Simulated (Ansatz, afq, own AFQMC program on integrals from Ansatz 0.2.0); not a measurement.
**Where AFQMC and coupled cluster stand for H$_{2}$Br, doublet**

```xyz
3

H     0.0000    0.0000   -1.1873
H     0.0000    0.0000   -0.2163
Br    0.0000    0.0000    1.4037
```

Basis cc-pVTZ. Only valence electrons are correlated. Ansatz 0.2.0 and our own AFQMC program on the same integrals; the CISD trial comes from CCSD amplitudes, and released means the phaseless constraint is let go. Error bars are statistical, one sigma. No spin–orbit coupling.

Determinant: UHF, the one that the program's search chose, which needn't be the lowest solution. The geometry is a point of a scan.

No full CI on the walks' own integrals is used here; CCSDT(Q) serves as the reference and is uncertain by about the last step of the cluster series.

Cautions: no relativity below Rb; no spin-orbit coupling; inner d shell frozen; unrestricted determinant slightly spin contaminated (⟨S²⟩ 0.80 against 0.75).

```
T1 diagnostic                               : 0.0158
weight of the determinant in the CISD state : 0.906
⟨S²⟩ of the determinant                     : 0.800
size of the correlated space                : 9 electrons in 57 orbitals
```

| level | correlation energy (eV) |
| --- | --- |
| MP2 | -4.9001 |
| CCSD | -5.5963 |
| CCSD(T) | -5.7836 |

Task: Estimate where phaseless AFQMC with a CISD trial lies against CCSD(T) on the same integrals.

Result: 1.9 ± 0.2 kJ/mol below CCSD(T).

Reference: CCSDT(Q), correlation energy -5.809 eV. The released energy is read at 2.40 1/Eh (meV from the phaseless value at times in 1/Eh: -2.0 ± 2.4 at 0.24, -4.5 ± 1.9 at 0.51, -7.4 ± 1.2 at 0.99, -5.8 ± 1.3 at 1.62, -9 ± 3 at 2.40).

| level | E − E(reference) (kJ/mol) | share of correlation (%) |
| --- | --- | --- |
| CCSD(T) | 2.5 | 99.56 |
| CCSDT | 0.7 | 99.88 |
| ph-AFQMC/CISD | 0.6 ± 0.2 | 99.89 |
| released AFQMC | -0.2 ± 0.3 | 100.04 |

A walk keeps the symmetry of its determinant, which the program's search chose and which needn't be the lowest solution, so a lower state of the same spin and another symmetry isn't excluded. Released energies are given only where the last usable release times agree within the noise; a slower fall can still hide under it.
